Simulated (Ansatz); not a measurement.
**CH5BO (built from SMILES CBO): a barrier at many levels of theory**

Aim: the barrier and energy of one elementary step (C2–H4 formed, B1–C2 broken, O3–H4 broken) from LDA up to coupled cluster, on fixed structures, to see where each rung fails.

Program: Ansatz 0.2.0, Gaussian basis. Level of theory: single points in def2-TZVPP on PBE0-D4/def2-TZVP structures. These are calculated values, not measurements.

Levels: SPW92, PBE-D4, BLYP-D4, r2SCAN-D4, B97M-V, PBE0-D4, B3LYP-D4, r2SCAN0-D4, BHLYP-D4, CAM-B3LYP-D4, wB97X-V, wB97M-V, B2PLYP, PBE-QIDH, RPA on PBE, Hartree-Fock, MP2, CCSD, CCSD(T). The reference is CCSD(T) at the basis limit, from triple and quadruple zeta. Zero-point energies come from PBE0-D4 vibrations.

Cores are frozen in the correlated methods. B3LYP uses VWN-RPA correlation. B2PLYP carries no dispersion term here.

42 further runs of the same task are left out: 42 set aside as unsound or not needed.

**1. Start, saddle and end, as given**

Charge 0, multiplicity 1. The folders r, ts and p hold the start, the saddle and the end; their coordinates stand in the first inputs.

```csv
pair,r (Å),ts (Å),p (Å)
C2–H4,2.631,1.335,1.090
B1–C2,1.565,1.811,3.469
O3–H4,0.962,1.373,3.081
```

**2. SPW92/def2-TZVPP**

The input, r/in.yaml:

```yaml
crystal:
  periodic: [false, false, false]
  atoms:
    - {symbol: B, position_ang: [-0.606487, -0.094806, -0.469334]}
    - {symbol: C, position_ang: [0.463105, 0.565984, 0.463011]}
    - {symbol: O, position_ang: [-0.628953, -1.416730, -0.763953]}
    - {symbol: H, position_ang: [0.079912, -1.909652, -0.340407]}
    - {symbol: H, position_ang: [-1.478497, 0.552716, -0.981270]}
    - {symbol: H, position_ang: [1.203459, -0.125490, 0.876887]}
    - {symbol: H, position_ang: [0.998265, 1.351483, -0.082075]}
    - {symbol: H, position_ang: [-0.030705, 1.076393, 1.297141]}
basis:
  gaussian: {orbitals: def2-TZVPP}
hamiltonian: {xc: lda}
```

The input, ts/in.yaml:

```yaml
crystal:
  periodic: [false, false, false]
  atoms:
    - {symbol: B, position_ang: [-0.791738, -0.261709, -0.642722]}
    - {symbol: C, position_ang: [0.517034, 0.341194, 0.454529]}
    - {symbol: O, position_ang: [-0.676582, -1.527816, -0.818276]}
    - {symbol: H, position_ang: [0.223491, -0.874080, -0.014316]}
    - {symbol: H, position_ang: [-1.495726, 0.647376, -0.978362]}
    - {symbol: H, position_ang: [1.328935, -0.215251, 0.945090]}
    - {symbol: H, position_ang: [0.978910, 1.092171, -0.185946]}
    - {symbol: H, position_ang: [-0.084224, 0.798014, 1.240004]}
basis:
  gaussian: {orbitals: def2-TZVPP}
hamiltonian: {xc: lda}
```

The input, p/in.yaml:

```yaml
crystal:
  periodic: [false, false, false]
  atoms:
    - {symbol: B, position_ang: [-1.622757, -0.562724, -1.323084]}
    - {symbol: C, position_ang: [0.972333, 0.342025, 0.793679]}
    - {symbol: O, position_ang: [-1.409283, -1.739293, -1.401558]}
    - {symbol: H, position_ang: [0.808627, -0.681809, 0.457869]}
    - {symbol: H, position_ang: [-1.838383, 0.587462, -1.251286]}
    - {symbol: H, position_ang: [1.843728, 0.373767, 1.447098]}
    - {symbol: H, position_ang: [1.146780, 0.988015, -0.067147]}
    - {symbol: H, position_ang: [0.099056, 0.692457, 1.344428]}
basis:
  gaussian: {orbitals: def2-TZVPP}
hamiltonian: {xc: lda}
```

The same command starts each run, in its folder.

Started as:

```console
ansatz run in.yaml --threads 2 --pin off --events-out ev --progress --plain --max-ram 4352MiB
```

The runs that follow: PBE-D4/def2-TZVPP; BLYP-D4/def2-TZVPP; r2SCAN-D4/def2-TZVPP; B97M-V/def2-TZVPP; PBE0-D4/def2-TZVPP; B3LYP-D4/def2-TZVPP; r2SCAN0-D4/def2-TZVPP; BHLYP-D4/def2-TZVPP; CAM-B3LYP-D4/def2-TZVPP; wB97X-V/def2-TZVPP; wB97M-V/def2-TZVPP; B2PLYP/def2-TZVPP; PBE-QIDH/def2-TZVPP; RPA on PBE/def2-TZVPP; CCSD(T)/def2-TZVPP; MP2/def2-QZVPP; Vibrations of the start structure; Vibrations of the end structure.

Q: Predict the outcome of this session. Wanted: barrier, CCSD(T)/CBS; reverse barrier, CCSD(T)/CBS; step energy, CCSD(T)/CBS; barrier with zero-point energy; step energy with zero-point energy; imaginary mode at the saddle; largest T1 diagnostic.

**Answer**, as computed:

| quantity | value |
| --- | --- |
| barrier, CCSD(T)/CBS | 2.751 eV |
| reverse barrier, CCSD(T)/CBS | 2.312 eV |
| step energy, CCSD(T)/CBS | +0.439 eV |
| barrier with zero-point energy | 2.589 eV |
| step energy with zero-point energy | +0.327 eV |
| imaginary mode at the saddle | 1558i cm⁻¹ |
| largest T1 diagnostic | 0.016 |

In words: The functionals run from PBE-QIDH, off by -0.002 eV, to SPW92, off by -0.464 eV, against CCSD(T)/CBS. By rung, the mean size of the error is: LDA 0.464, GGA 0.312, meta-GGA 0.123, hybrid 0.110, range-separated hybrid 0.022, double hybrid 0.026 eV. PBE-D4 gives a barrier 0.374 eV too low, outside chemical accuracy (1 kcal/mol, 0.043 eV). Every functional without exact exchange puts the barrier too low, the usual mark of self-interaction error, which favours the spread-out density of a saddle. The barrier rises with the share of exact exchange, from BLYP-D4 through B3LYP-D4 to BHLYP-D4 (-0.251, -0.052, +0.245 eV). Hartree-Fock, with no correlation, is off by +0.691 eV. Zero-point motion lowers the barrier by 0.163 eV.
